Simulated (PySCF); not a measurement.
Telling isomers of C3H7FO2 apart by NMR

PySCF 2.14 calculation with J couplings at B3LYP/pcJ-1 (spin–dipole term left out of most H,H and C,H couplings), NMR shieldings at PBE0/pcSseg-1/GIAO and GFN2-xTB structure; no solvent model, one conformer, fast rotation and ring inversion assumed for equivalent nuclei, no relativistic terms.

Scale: 1H (σ = 31.72 ppm) and 13C (σ = 186.93 ppm) vs TMS (reference shieldings calculated alike). Multiplet labels drop J under 1 Hz and among equivalent protons, and merge close values. Unscaled 3J(H,H) run several per cent high. One-bond C–F couplings are unscaled and too large by tens of Hz. Shifts are as computed. Against solution values, carbons near 30 ppm lie about +3 ppm off and those near 130 ppm about +5 ppm. Of 1211 compounds with measured shifts, 218 miss one by over three times the rms of a fit or turn the order of signals round; such compounds aren't used in these exercises.

(1) Tabulate the signals of `COCOCF`, `COC(F)OC` and their relative energies.

(2) What is the quickest way to tell COCOCF from COC(F)OC?

Answers

(1) 
| SMILES | carbon types | δC | δH | E rel. (kcal/mol) |
| --- | --- | --- | --- | --- |
| COCOCF | 2×CH2 1×CH3 | 101.3, 95.6, 57.6 | 5.65 (d, 2H), 5.03 (s, 2H), 3.58 (s, 3H) | 3.5 |
| COC(F)OC | 1×CH 2×CH3 | 125.9, 55.4 | 5.65 (d, 1H), 3.62 (s, 6H) | 0.0 |

Energies are electronic energies at PBE0/pcSseg-1 on these geometries, without zero-point or thermal terms, each for the one conformer computed, which needn't be the lowest.

(2) Count the carbon signals: 3 against 2. The first has an sp3 CH2 bonded to F and O at 101.3 ppm, the second an sp3 carbon bearing two oxygens (CH) at 125.9 ppm.
